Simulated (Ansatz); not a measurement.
# ClHSi, SMILES [SiH]Cl: vertical energies of changing the electron count

Computed with the Ansatz DFT code, driven from Python.

The cells in order, each with its output:

```python
from dataclasses import dataclass

import ansatz as az
from ase import Atoms
```

```python
@dataclass(frozen=True)
class RunConfig:
    basis: str = 'def2-SVPD'
    method: str = 'ccsd_t'
```

```python
opts = RunConfig()
```

```python
def total_energy(molecule, charge=0, unpaired=0):
    calc = (
        molecule.calculation()
        .basis(gaussian=opts.basis)
        .correlation(opts.method)
    )
    if charge:
        calc = calc.charge(charge)
    if unpaired:
        calc = calc.spin('collinear', total=unpaired)
    report = calc.run(threads=1).report
    if report['published_state_doubts']:
        print('  doubts:', report['published_state_doubts'])
    return report['free_energy_ev']

atoms = Atoms(['Si', 'Cl', 'H'], positions=[
    (-0.4476, 0.4308, -0.2066),
    (1.3, 0.4345, 0.7614),
    (-0.8634, -0.9301, -0.5681),
])
clhsi = az.Crystal.molecule_from_ase(atoms)
```

```python
parent = total_energy(clhsi, 0, 0)
cation = total_energy(clhsi, 1, 1)
print(f'E(N)   = {parent:.5f} eV')
print(f'E(N-1) = {cation:.5f} eV  (1 unpaired)')
print(f'vertical ionisation energy {cation - parent:.3f} eV')
anion = total_energy(clhsi, -1, 1)
print(f'E(N+1) = {anion:.5f} eV  (1 unpaired)')
print(f'vertical electron affinity {parent - anion:.3f} eV' + ('' if anion < parent else ' (unbound in this basis)'))
print(f'fundamental gap IP - EA = {cation + anion - 2 * parent:.3f} eV')
```

    E(N)   = -20382.23622 eV
    E(N-1) = -20373.47977 eV  (1 unpaired)
    vertical ionisation energy 8.756 eV
    E(N+1) = -20382.75106 eV  (1 unpaired)
    vertical electron affinity 0.515 eV
    fundamental gap IP - EA = 8.242 eV

At this unrelaxed geometry removing an electron costs 8.76 eV and adding one releases 0.51 eV.

Notes:
- Total energies depend on the basis set; only differences at equal settings carry meaning.
- The geometry is a force-field or estimated start, not a minimum of this method, and the basis set is short of its limit. All parts are taken at fixed geometry, without zero-point energy. At an unrelaxed start these energies can be a whole eV from those at the minimum, and a small affinity can change sign.
- Wall time of the script: 6.6 s on 1 thread of Arm Neoverse V1, with other jobs on the host, peak memory 0.24 GiB.
